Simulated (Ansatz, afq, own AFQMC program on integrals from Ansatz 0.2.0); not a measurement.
C₂H₄N, doublet in cc-pVDZ, levels against CCSDT(Q)

```xyz
7

C    -1.9507    0.0000    0.0000
H    -2.3139    1.0273    0.0000
H    -2.3139   -0.5137    0.8897
H    -2.3139   -0.5137   -0.8897
H    -0.5247    0.0000    0.0000
N     1.7253    0.0000    0.0000
C     0.5653    0.0000    0.0000
```

Basis cc-pVDZ. Noble-gas cores (and the filled d shells of Ga–Kr and In–Xe) are frozen. Integrals, coupled cluster, full CI and functionals: Ansatz 0.2.0; the random walks run on the same integrals in our own AFQMC program. The CISD trial takes its coefficients from CCSD amplitudes. Released means that phaseless walkers are propagated on without the constraint, phases kept. ± is one standard error of the sampling.

Determinant: UHF, the one that the program's search chose, which needn't be the lowest solution. The geometry is a point of a scan.

No full CI on the walks' own integrals is used here; CCSDT(Q) serves as the reference and is uncertain by about the last step of the cluster series.

Cautions: unrestricted determinant spin contaminated (⟨S²⟩ 0.86 against 0.75); the released energies are still falling, so no released level is given (meV from the phaseless value at times in 1/Eh: 6 ± 6 at 0.24, -1 ± 6 at 0.51, -8 ± 11 at 0.99, -19 ± 11 at 1.50), though the last usable value meets CCSDT(Q) within the noise.

The T1 diagnostic is 0.0293 and the weight of the determinant in the CISD state is 0.817. The ⟨S²⟩ of the determinant is 0.860 and the size of the correlated space is 17 electrons in 59 orbitals.

Reference: CCSDT(Q), correlation energy -12.836 eV.

```tsv
level	E − E(reference) (mEh)	share of correlation (%)
HF	471.70	0.00
MP2	56.62	88.00
CCSD	18.71	96.03
CCSD(T)	2.67	99.43
CCSDT	1.70	99.64
ph-AFQMC/HF	1.81 ± 1.64	99.62
ph-AFQMC/CISD	0.29 ± 0.31	99.94
```

A walk keeps the symmetry of its determinant, which the program's search chose and which needn't be the lowest solution, so a lower state of the same spin and another symmetry isn't excluded.
